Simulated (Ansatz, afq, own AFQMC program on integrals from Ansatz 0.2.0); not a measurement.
AFQMC on a folder of integrals that Ansatz 0.2.0 wrote.

```yaml
crystal:
  periodic: [false, false, false]
  atoms:
    - {symbol: Si, position_ang: [0.000000, -0.472740, 2.410885]}
    - {symbol: Al, position_ang: [0.000000, -0.408205, -3.971789]}
    - {symbol: H, position_ang: [0.000000, 0.880944, 1.560904]}
basis:
  gaussian: {orbitals: 6-31G}
magnetization: {spin_polarized: true, initial_magnetization: 2}
correlation: {method: ccsd_t, electrons: outside_noble_gas, hamiltonian_folder: ham}
```

```sh
$ ansatz run in.yaml --threads 1 --pin off --events-out ev --progress --plain --max-ram 15360MiB --backend cuda --devices 0, --max-vram 18GiB
```

Options of the walk:

```
--method phaseless --trial mp1 --walkers 20 --populations 1 --least-time 40 --time-step 0.01 --steps-per-block 10 --equilibration-blocks 30 --max-blocks 600 --target-error 0.00136 --factor-cut 1e-05 --start determinant --seed 3196 --taylor-order 6
```

Times are imaginary, in 1/Eh. The walk had a cap of 60 s.

afq prints:

```
orbitals 18  electrons 5 3  factors 79 of 310
reference energy -531.24645971 Eh
CCSD correlation -0.07530453 Eh in 32 cycles, weight of the determinant in the CISD state 0.9054
energy of the start -531.293850 Eh
 block  time / (1/Eh)  mean weight  energy / Eh
     1     0.100  0.9966  -531.296001
     2     0.200  1.0011  -531.298310
     3     0.300  0.9984  -531.299891
     4     0.400  1.0037  -531.301180
     5     0.500  1.0000  -531.301387
     8     0.800  0.9985  -531.304716
    11     1.100  0.9993  -531.305475
    41     4.100  1.0016  -531.317385
    71     7.100  0.9999  -531.317736
   101    10.100  1.0011  -531.320849
   131    13.100  0.9985  -531.338703
   141    14.100  1.0004  -531.310519
   161    16.100  0.9996  -531.321533
   191    19.100  1.0016  -531.313729
   221    22.100  0.9985  -531.323827
   251    25.100  1.0028  -531.319174
   281    28.100  1.0015  -531.318900
   311    31.100  1.0046  -531.318499
   341    34.100  0.9982  -531.325603
   371    37.100  0.9992  -531.322432
   401    40.100  0.9973  -531.321747
   421    42.100  0.9874  -531.330463
blocks merged  error / Eh  count
     1  0.000340  400
     2  0.000460  200
     4  0.000597  100
     8  0.000763  50
    16  0.000716  25
    32  0.000764  12
energy -531.321797 +/- 0.000763 Eh
(rows thinned)
```

The run passed its tests (sampling time, drift between the halves within three errors, error under three times the target), which doesn't prove that it has relaxed.

Against this walk (error 20.8 meV) on the same determinant: CCSD(T) 11.4 meV lower (within the noise), CCSDT(Q) 18.6 meV lower (within the noise), CCSDTQ 20.2 meV lower (within the noise), full CI 20.3 meV lower (within the noise), a separate phaseless walk with a CISD trial and standard settings 12.1 ± 20.8 meV lower (within the noise). The error is statistical and leaves out the bias of the constraint.

Cautions: constraint bias not in the error; lower spins were not checked; so few walkers bias the energy; the time-step error isn't removed.

The walk took 28 s on 1 × NVIDIA H100 80GB HBM3 with 2 threads of AMD EPYC 7R13 Processor (Zen 3), with other jobs on the host (the card was shared). The log's last line is the phaseless energy.

CCSDT and higher add their correlation energy to the determinant of the CCSD(T) run, since their own runs factorise the integrals more tightly (a shift of under 2 meV). A walk keeps the symmetry of its determinant, which the program's search chose and which needn't be the lowest solution, so a lower state of the same spin and another symmetry isn't excluded.
